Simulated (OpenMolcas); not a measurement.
**NH2 (SMILES [NH2]): a chain of runs**

Wanted: the energy (UHF/3-21G), then a single-point energy (CASSCF(3,3)/3-21G), then the energy (CASPT2(3,3)/3-21G), then a single-point energy (SC-NEVPT2(3,3)/3-21G), then the energy (MRCI(3,3)/3-21G) of NH2. 

Program for the calculation: OpenMolcas 26.06.

1 further run of the same task is left out (set aside as unsound or not needed).

**1. The system as given**

The species is NH2 (3 atoms), meant as a doublet with charge 0. As SMILES, `[NH2]`. The N1–H2 distance was set to 1.775 Å, away from the relaxed value. At this shape a bond of the SMILES string is far longer than usual.

Bond lengths: N1–H3 1.014 Å. A long bond or contact: N1–H2 1.775 Å.

**2. A single-point energy at UHF/3-21G (run 1)**

The input, step1.inp:

```
* H2N Hartree-Fock
>>> EXPORT MOLCAS_PRINT=2
&GATEWAY
BasLib = $CurrDir
BasisSet
N.3-21G....
N1 0.420874 -0.934023 0.133928 angstrom
End of Basis
BasisSet
H.3-21G....
H2 0.155580 0.820260 0.174790 angstrom
H3 -0.349066 -1.389853 -0.343732 angstrom
End of Basis
&SEWARD
&SCF
UHF
Spin = 2
Scramble = 0.25
PrOrbitals = 1 1
```

The basis set 3-21G is read from a file made from the Basis Set Exchange's data (not shown).

Launch:

```
$ export MOLCAS_MEM=1860
$ pymolcas step1.inp > step1.log
```

What it wrote:

```text
--- Start Module: gateway ---
[...]
--- Stop Module: gateway /rc=_RC_ALL_IS_WELL_ ---
--- Start Module: seward ---
[...]
      Basis functions           13
--- Stop Module: seward /rc=_RC_ALL_IS_WELL_ ---
--- Start Module: scf ---
[...]
       Convergence after  24 Iterations
[...]
::    Total SCF energy                                -55.1615139877
[...]
      Total spin, S                                     0.8242992392
[...]
      Total electronic charge=    9.000000
      Total            charge=   -0.000000
[...]
      Dipole Moment (debye):
      Origin of the operator (angstrom)=    0.3557   -0.8523    0.1064
                   X= -1.4662E+00               Y= -5.7046E-01               Z= -8.7761E-01           Total=  1.8015E+00
      Quadrupole Moment (debye*angstrom):
[...]
--- Stop Module: scf /rc=_RC_ALL_IS_WELL_ ---
[...]
```

Run time: 1.7 s. Hardware: 1 thread of Arm Neoverse V2, shared host; peak memory 0.37 GiB.

**3. A single-point energy at CASSCF(3,3)/3-21G (run 2)**

The input, step2.inp:

```
* H2N CASSCF
&GATEWAY
BasLib
$CurrDir
BasisSet
N.3-21G....
N1 0.420874 -0.934023 0.133928 angstrom
End of Basis
BasisSet
H.3-21G....
H2 0.155580 0.820260 0.174790 angstrom
H3 -0.349066 -1.389853 -0.343732 angstrom
End of Basis
&SEWARD
&RASSCF
FileOrb
$CurrDir/step1.UnaOrb
Spin
2
Nactel
3 0 0
Inactive
3
Ras2
3
OrbListing
Nothing
OrbAppear
Compact
```

The basis set 3-21G is read from a file made from the Basis Set Exchange's data (not shown).

Launch:

```
$ export MOLCAS_MEM=1860
$ pymolcas step2.inp > step2.log
```

What it wrote:

```text
--- Start Module: gateway ---
[...]
--- Stop Module: gateway /rc=_RC_ALL_IS_WELL_ ---
--- Start Module: seward ---
[...]
      Basis functions           13
--- Stop Module: seward /rc=_RC_ALL_IS_WELL_ ---
--- Start Module: rasscf ---
[...]
      Number of active orbitals                  3
[...]
      Spin quantum number                      0.5
[...]
      Active orbitals                            3
[...]
      Number of CSFs                             8
[...]
      Number of root(s) required                 1
[...]
      Convergence after 10 iterations
[...]
      printout of CI-coefficients larger than  0.05 for root  1
      energy=     -55.181618
      conf/sym  111     Coeff  Weight
             1  2u0  -0.91642 0.83983
             4  udu  -0.17369 0.03017
             6  uud  -0.10028 0.01006
             8  0u2  -0.34634 0.11995
      Natural orbitals and occupation numbers for root  1
      sym 1:   1.719880   1.000000   0.280120
      ************************************************************************************************************************
      *                                                    Final results                                                     *
[...]
::    RASSCF root number  1 Total energy:    -55.18161836
[...]
      Total electronic charge=    9.000000
      Total            charge=   -0.000000
[...]
      Dipole Moment (debye):
      Origin of the operator (angstrom)=    0.3557   -0.8523    0.1064
                   X= -1.5241E+00               Y= -3.1993E-01               Z= -8.8291E-01           Total=  1.7902E+00
      Quadrupole Moment (debye*angstrom):
[...]
--- Stop Module: rasscf /rc=_RC_ALL_IS_WELL_ ---
[...]
```

Wall time 1.6 s (1 thread of Arm Neoverse V2, shared host); peak memory 0.37 GiB.

**4. The energy at CASPT2(3,3)/3-21G (run 3)**

The input, step3.inp:

```
* H2N CASPT2
>>> EXPORT MOLCAS_PRINT=2

&gateway
  baslib=$CurrDir
  basisset
  N.3-21G....
  N1 0.420874 -0.934023 0.133928 angstrom
  End of Basis
  basisset
  H.3-21G....
  H2 0.155580 0.820260 0.174790 angstrom
  H3 -0.349066 -1.389853 -0.343732 angstrom
  End of Basis

&seward

&rasscf
  fileorb=$CurrDir/step2.RasOrb
  spin=2
  nactel=3 0 0
  inactive=3
  ras2=3
  orblisting=Nothing
  orbappear=Compact

&caspt2
  imaginary=0.1
  frozen=1
```

The basis set 3-21G is read from a file made from the Basis Set Exchange's data (not shown).

Launch:

```
$ export MOLCAS_MEM=1860
$ pymolcas step3.inp > step3.log
```

What it wrote:

```text
--- Start Module: gateway ---
[...]
--- Stop Module: gateway /rc=_RC_ALL_IS_WELL_ ---
[...]
      Basis functions           13
[...]
--- Start Module: rasscf ---
[...]
      Number of active orbitals                  3
[...]
      Spin quantum number                      0.5
[...]
      Active orbitals                            3
[...]
      Number of CSFs                             8
[...]
      Number of root(s) required                 1
[...]
      Convergence after  4 iterations
[...]
      printout of CI-coefficients larger than  0.05 for root  1
      energy=     -55.181618
      conf/sym  111     Coeff  Weight
             1  2u0  -0.91642 0.83983
             4  udu  -0.17369 0.03017
             6  uud  -0.10028 0.01006
             8  0u2  -0.34633 0.11995
      Natural orbitals and occupation numbers for root  1
      sym 1:   1.719881   1.000000   0.280119
      ************************************************************************************************************************
      *                                                    Final results                                                     *
[...]
::    RASSCF root number  1 Total energy:    -55.18161836
[...]
      Total electronic charge=    9.000000
      Total            charge=   -0.000000
[...]
      Dipole Moment (debye):
      Origin of the operator (angstrom)=    0.3557   -0.8523    0.1064
                   X= -1.5241E+00               Y= -3.1988E-01               Z= -8.8291E-01           Total=  1.7901E+00
      Quadrupole Moment (debye*angstrom):
[...]
--- Stop Module: rasscf /rc=_RC_ALL_IS_WELL_ ---
--- Start Module: caspt2 ---
[...]
 ###    WARNING: User changed nr of frozen orbitals.                         ###
 ###############################################################################
[...]
      E2 (Variational):          -0.0628430622
      Total energy:             -55.2444614250
[...]
      Reference weight:           0.98042
[...]
::    CASPT2 Root  1     Total energy:    -55.24446142
[...]
--- Stop Module: caspt2 /rc=_RC_ALL_IS_WELL_ ---
[...]
```

It took 1.6 s on 1 thread of Arm Neoverse V2, shared host; peak memory 0.37 GiB.

**5. A single-point energy at SC-NEVPT2(3,3)/3-21G (run 4)**

The input, step4.input:

```
&GATEWAY
 BasLib
 $CurrDir
 BasisSet
 N.3-21G....
 N1 0.420874 -0.934023 0.133928 angstrom
 End of Basis
 BasisSet
 H.3-21G....
 H2 0.155580 0.820260 0.174790 angstrom
 H3 -0.349066 -1.389853 -0.343732 angstrom
 End of Basis

&SEWARD

&RASSCF
 FileOrb
 $CurrDir/step2.RasOrb
 Spin
 2
 Nactel
 3 0 0
 Inactive
 3
 Ras2
 3
 OrbListing
 Nothing
 OrbAppear
 Compact

&CASPT2
 SC-NEVPT2
 Frozen
 1
```

The basis set 3-21G is read from a file made from the Basis Set Exchange's data (not shown).

Launch:

```
$ export MOLCAS_MEM=1860
$ pymolcas step4.input > step4.log
```

What it wrote:

```text
--- Start Module: gateway ---
[...]
--- Stop Module: gateway /rc=_RC_ALL_IS_WELL_ ---
[...]
      Basis functions           13
[...]
--- Start Module: rasscf ---
[...]
      Number of active orbitals                  3
[...]
      Spin quantum number                      0.5
[...]
      Active orbitals                            3
[...]
      Number of CSFs                             8
[...]
      Number of root(s) required                 1
[...]
      Convergence after  4 iterations
[...]
      printout of CI-coefficients larger than  0.05 for root  1
      energy=     -55.181618
      conf/sym  111     Coeff  Weight
             1  2u0  -0.91642 0.83983
             4  udu  -0.17369 0.03017
             6  uud  -0.10028 0.01006
             8  0u2  -0.34633 0.11995
      Natural orbitals and occupation numbers for root  1
      sym 1:   1.719881   1.000000   0.280119
      ************************************************************************************************************************
      *                                                    Final results                                                     *
[...]
::    RASSCF root number  1 Total energy:    -55.18161836
[...]
      Total electronic charge=    9.000000
      Total            charge=   -0.000000
[...]
      Dipole Moment (debye):
      Origin of the operator (angstrom)=    0.3557   -0.8523    0.1064
                   X= -1.5241E+00               Y= -3.1988E-01               Z= -8.8291E-01           Total=  1.7901E+00
      Quadrupole Moment (debye*angstrom):
[...]
--- Stop Module: rasscf /rc=_RC_ALL_IS_WELL_ ---
--- Start Module: caspt2 ---
[...]
 ###    WARNING: User changed nr of frozen orbitals.                         ###
 ###############################################################################
[...]
      E2 (Variational):          -0.0614999451
[...]
      E2 (Variational):          -0.0613889389
      Total energy:             -55.2430073017
[...]
      Reference weight:           0.98116
[...]
::    SC-NEVPT2 Root  1     Total energy:    -55.24300730
[...]
--- Stop Module: caspt2 /rc=_RC_ALL_IS_WELL_ ---
[...]
```

Run time: 1.5 s. Hardware: 1 thread of Arm Neoverse V2, shared host; peak memory 0.36 GiB.

**6. The energy at MRCI(3,3)/3-21G (run 5)**

The input, step5.input:

```
* H2N MRCI

&gateway
 baslib=$CurrDir
 basisset
 N.3-21G....
 N1 0.420874 -0.934023 0.133928 angstrom
 End of Basis
 basisset
 H.3-21G....
 H2 0.155580 0.820260 0.174790 angstrom
 H3 -0.349066 -1.389853 -0.343732 angstrom
 End of Basis

&seward

&rasscf
 fileorb=$CurrDir/step2.RasOrb
 spin=2
 nactel=3 0 0
 inactive=3
 ras2=3
 orblisting=Nothing
 orbappear=Compact

&motra
 lumorb
 frozen=1

&guga
 electrons=7
 spin=2
 inactive=2
 active=3
 ciall=1

&mrci
 sdci
```

The basis set 3-21G is read from a file made from the Basis Set Exchange's data (not shown).

Launch:

```
$ export MOLCAS_MEM=1860
$ pymolcas step5.input > step5.log
```

What it wrote:

```text
--- Start Module: gateway ---
[...]
--- Stop Module: gateway /rc=_RC_ALL_IS_WELL_ ---
[...]
      Basis functions           13
[...]
      Number of active orbitals                  3
[...]
      Spin quantum number                      0.5
[...]
      Active orbitals                            3
[...]
      Number of CSFs                             8
[...]
      Number of root(s) required                 1
[...]
      Convergence after  4 iterations
[...]
      printout of CI-coefficients larger than  0.05 for root  1
      energy=     -55.181618
      conf/sym  111     Coeff  Weight
             1  2u0  -0.91642 0.83983
             4  udu  -0.17369 0.03017
             6  uud  -0.10028 0.01006
             8  0u2  -0.34633 0.11995
      Natural orbitals and occupation numbers for root  1
      sym 1:   1.719881   1.000000   0.280119
      ************************************************************************************************************************
      *                                                    Final results                                                     *
[...]
::    RASSCF root number  1 Total energy:    -55.18161836
[...]
      Dipole Moment (debye):
      Origin of the operator (angstrom)=    0.3557   -0.8523    0.1064
                   X= -1.5241E+00               Y= -3.1988E-01               Z= -8.8291E-01           Total=  1.7901E+00
      Quadrupole Moment (debye*angstrom):
[...]
      *** WARNING: Default frozen orbitals is overwritten by user input.
      *** Default values:   1
[...]
--- Start Module: guga ---
[...]
--- Stop Module: guga /rc=_RC_ALL_IS_WELL_ ---
--- Start Module: mrci ---
[...]
       (But an ACPF correction will be computed)
       USE THE DEFAULT ACPF G-VALUE GFAC=  0.28571428571428570
[...]
                      CI ENERGY:   -55.25365317
[...]
                ACPF CORRECTION:    -0.00147499
[...]
      Total electronic charge=    9.000000
      Total            charge=   -0.000000
[...]
     ACPF CORRECTION:     -0.00147499
[...]
  CI State   1     Total energy:    -55.25365317     QDav:     -0.00208204     QACPF:     -0.00147499
[...]
--- Stop Module: mrci /rc=_RC_ALL_IS_WELL_ ---
[...]
```

Run time: 1.6 s. Hardware: 1 thread of Arm Neoverse V2, shared host; peak memory 0.37 GiB.

**7. Outcome**

| quantity | value |
| --- | --- |
| run 1, UHF/3-21G: total energy | -55.16151 Eh |
| run 1, UHF/3-21G: dipole moment | 1.80 D |
| run 1, UHF/3-21G: HOMO energy (highest over α and β) | -11.37 eV |
| run 1, UHF/3-21G: LUMO energy (lowest over α and β) | 4.19 eV |
| run 1, UHF/3-21G: ⟨S²⟩ | 1.504 |
| run 2, CASSCF(3,3)/3-21G: total energy | -55.18162 Eh |
| run 2, CASSCF(3,3)/3-21G: dipole moment (CASSCF density) | 1.79 D |
| run 3, CASPT2(3,3)/3-21G: total energy | -55.24446 Eh |
| run 3, CASPT2(3,3)/3-21G: dipole moment (CASSCF density) | 1.79 D |
| run 4, SC-NEVPT2(3,3)/3-21G: total energy | -55.24301 Eh |
| run 4, SC-NEVPT2(3,3)/3-21G: dipole moment (CASSCF density) | 1.79 D |
| run 5, MRCI(3,3)/3-21G: total energy | -55.25365 Eh |
| run 5, MRCI(3,3)/3-21G: dipole moment (CASSCF density) | 1.79 D |

⟨S²⟩ (run 1, UHF/3-21G) is 1.50 where a pure doublet has 0.75: the reference is spin-contaminated. Mulliken charges (run 5, MRCI(3,3)/3-21G) of the CASSCF density run from -0.30 on N1 to +0.28 on H3; they depend strongly on the basis.
